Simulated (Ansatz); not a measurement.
Input for Ansatz (development build ahead of 0.2.0):

```yaml
crystal:
  periodic: [false, false, false]
  atoms:
    - { symbol: S, position_ang: [-1.76729, -2.21154, 1.10451] }
    - { symbol: S, position_ang: [-0.40234, -0.92069, 0.97161] }
    - { symbol: O, position_ang: [1.94423, -1.43175, 2.19141] }
basis:
  gaussian: { orbitals: STO-3G }
hamiltonian:
  xc: hf
correlation:
  method: fci
  frozen_orbitals: { O: 1, S: 5 }
```

The input is written out in the form of the current development build from the run's settings.

Results

```yaml
Converged: yes
Reference_energy: -859.93406 hartree
Correlation_energy: -0.25958 hartree
Total_energy: -860.19364 hartree
State: lowest singlet root, of any spatial symmetry
```
